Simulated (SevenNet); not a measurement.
## hcp Cd

All values below come from the machine-learned potential SevenNet-l3i5 (trained on PBE and PBE+U data).

Cell: relaxed at this level.

| Item | Value |
|---|---|
| lattice parameter a | 3.038 Å |
| c axis length | 5.767 Å |
| volume per atom | 23.05 Å³/atom |
| elastic constant C11 | 61.0 GPa |
| elastic constant C12 | 43.7 GPa |
| elastic constant C13 | 27.5 GPa |
| elastic constant C33 | 24.1 GPa |
| elastic constant C44 | 1.94 GPa |

Measured, for comparison: lattice constant a 2.979 Å, lattice parameter c 5.617 Å (293 K, not corrected to a static lattice; as tabulated in Wikipedia's data pages); elastic constant C11 114 GPa, elastic constant C12 39.5 GPa, elastic constant C13 39.9 GPa, elastic constant C33 50.9 GPa, elastic constant C44 19.9 GPa (temperature not stated, not corrected to a static lattice; as tabulated in Blaschke (2019), arXiv:1902.02451). Computed (rounded) less measured: lattice constant a +2.0 %, lattice parameter c +2.7 %, elastic constant C11 -46 %, elastic constant C12 +11 %, elastic constant C13 -31 %, elastic constant C33 -53 %, elastic constant C44 -90 %.

A machine-learned potential is trained on density-functional data: it inherits that level's misses and adds fitting errors of its own.

Note: the model gives imaginary modes for this phase (in the spectrum interpolated from a supercell); this model's volume lies 7 % above that of the starting cell (a measured, published or database cell).

Elastic constants are with the ions relaxed.
